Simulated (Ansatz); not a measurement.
## Worked example: correlation energy of GeH$_{3}$⁺, singlet

Geometry: that of the GeH3, doublet, kept fixed.

```
atom    x (Å)    y (Å)    z (Å)
  Ge   0.0000   0.0000  -0.0187
   H   1.4650   0.0169   0.4526
   H  -0.7483   1.2611   0.4484
   H  -0.7191  -1.2778   0.4488
```

Basis 6-31G (Cartesian d functions); Ansatz 0.2.0. Only valence electrons are correlated (noble-gas cores and the filled d shells of p-block atoms frozen), which leaves 6 electrons in 21 orbitals. Prefix R: restricted or restricted open-shell reference. No spin–orbit coupling is included, and no scalar relativity.

Full CI is exact within this basis and frozen core; it isn't the basis-set limit.

Runs differ by some tens of microhartree through their thresholds, so steps under 0.03 kcal/mol mean nothing.

```tsv
level	total energy (hartree)
RHF	-2076.407286
RMP2	-2076.457189
RCCSD	-2076.477815
RCCSD(T)	-2076.478676
RCCSDT	-2076.479033
RCCSDT(Q)	-2076.479062
RCCSDTQ	-2076.479069
full CI	-2076.479069
```

Task: What is the correlation energy at full CI, and what share of it do RMP2 and RCCSD recover?

Result: E(corr) = -2076.479069 − (-2076.407286) = -0.071783 hartree = -1.953 eV. RMP2: -0.049903 / -0.071783 = 69.52 %. RCCSD: -0.070529 / -0.071783 = 98.25 %.

Task: By how many kcal/mol does RCCSD(T) miss full CI (1 hartree = 627.509 kcal/mol), and which steps make up the rest?

Result: -2076.478676 − (-2076.479069) = 0.000393 hartree = 0.25 kcal/mol. Steps: RCCSDT − RCCSD(T) = -0.22, RCCSDT(Q) − RCCSDT = -0.02, RCCSDTQ − RCCSDT(Q) = 0.00, full CI − RCCSDTQ = 0.00 kcal/mol. That is within 1 kcal/mol of the reference in this basis, which itself misses far more of the correlation at the basis-set limit.
